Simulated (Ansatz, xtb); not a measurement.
Species: CH2Cl (charge 0, doublet). It need not be the lowest isomer of its formula. 
Coordinates optimised at B3LYP-D3(BJ)/def2-TZVP (Ansatz, a first-principles code):
```
C
H 1 1.0768
H 1 1.0768 2 124.26
Cl 1 1.6978 2 117.87 3 180.00
```
Charge 0, spin multiplicity 2.

Harmonic wavenumbers from GFN2-xTB (xtb, at its own minimum), cm⁻¹: 132, 841, 948, 1316, 3134, 3194.

Q: Give the harmonic wavenumbers at B3LYP-D3(BJ)/def2-TZVP (Ansatz, finite differences of forces, unscaled).

A: 216, 834, 995, 1416, 3170, 3319 cm⁻¹. Zero-point energy 14.2 kcal/mol.

Q: From these and the geometry, give the ideal-gas thermochemistry at 298.15 K and 1 atm (rigid rotor, harmonic oscillator).

A: Point group C2v, rotational symmetry number 2. Rotational constants 276.7, 15.83, 14.97 GHz. S(trans) 37.62, S(rot) 17.76, S(vib) 2.28, S(elec, spin only) 1.38, S 59.0 cal/(mol K). H(298) - H(0) 2.78 kcal/mol; G - E(el) -0.6 kcal/mol.
